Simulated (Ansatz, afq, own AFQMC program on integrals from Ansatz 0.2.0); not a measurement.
Integrals from Ansatz 0.2.0, then the random walk in our own AFQMC program (afq).

```yaml
crystal:
  periodic: [false, false, false]
  atoms:
    - {symbol: Al, position_ang: [0.000000, -0.081048, 0.000000]}
    - {symbol: H, position_ang: [0.000000, 1.084792, -1.232881]}
    - {symbol: H, position_ang: [0.000000, 1.084792, 1.232880]}
basis:
  gaussian: {orbitals: "6-31++G**"}
total_charge: -1
magnetization: {spin_polarized: true, initial_magnetization: 2}
correlation: {method: ccsd_t, electrons: outside_noble_gas, hamiltonian_folder: ham}
```

```sh
$ ansatz run in.yaml --threads 1 --pin off --events-out ev --progress --plain --max-ram 1843MiB
```

afq runs on the folder ham with

```
--method free --trial cisd --walkers 60 --time-step 0.03 --max-blocks 80 --target-error 0.00029 --factor-cut 1e-05 --seed 5854 --times 0,0.3,0.6,1.2,1.8,2.4,3.6,4.8,6 --taylor-order 8
```

Times are imaginary, in 1/Eh. The walk had a cap of 506 s.

Output of the walk:

```
orbitals 30  electrons 4 2  factors 214 of 295
reference energy -242.99941456 Eh
CCSD correlation -0.07643955 Eh in 10 cycles, weight of the determinant in the CISD state 0.9386
repeat  energy at the last time / Eh  error
    10  -243.078295  0.000380
    20  -243.078188  0.000198
    30  -243.078133  0.000161
time / (1/Eh)  energy / Eh  error  mean overlap
  0.00  -243.075874  0.000033  1.0669
  0.30  -243.076813  0.000062  1.0648
  0.60  -243.077322  0.000076  1.0572
  1.20  -243.077788  0.000080  1.0422
  1.80  -243.078009  0.000074  1.0224
  2.40  -243.078061  0.000121  1.0176
  3.60  -243.078113  0.000108  1.0348
  4.80  -243.077894  0.000105  1.0619
  6.00  -243.078141  0.000158  1.0358
energy -243.078141 +/- 0.000158 Eh
```

The run passed its tests (error under three times the target), which doesn't prove that it has relaxed.

Against this walk (error 4.3 meV) on the same determinant: CCSD(T) 17.6 meV higher, CCSDT(Q) 1.2 meV higher (within the noise), full CI (a separate run on its own orbitals, whose frozen core shifts it by up to a few meV) 1.5 meV higher (within the noise). The error is statistical, and a free projection of finite length keeps a remainder of its start. The last points scatter (meV from the last: 3.6 ± 2.0 at 1.80, 2 ± 3 at 2.40, 1 ± 3 at 3.60, 7 ± 3 at 4.80, 0 ± 4 at 6.00); the last is the one printed as the energy, and the gaps above move with that scatter.

Cautions: remainder of the start not in the error; another spin lies lower (by 830 meV); at this level and basis the anion state lies above a neutral one; full CI with its own frozen core.

The walk took 38 s on 1 thread of Intel(R) Xeon(R) 6975P-C (Granite Rapids), with other jobs on the host. The log's last line is the free-projection energy.

CCSDT and higher add their correlation energy to the determinant of the CCSD(T) run, since their own runs factorise the integrals more tightly (a shift of under 2 meV). A walk keeps the symmetry of its determinant, which the program's search chose and which needn't be the lowest solution, so a lower state of the same spin and another symmetry isn't excluded.
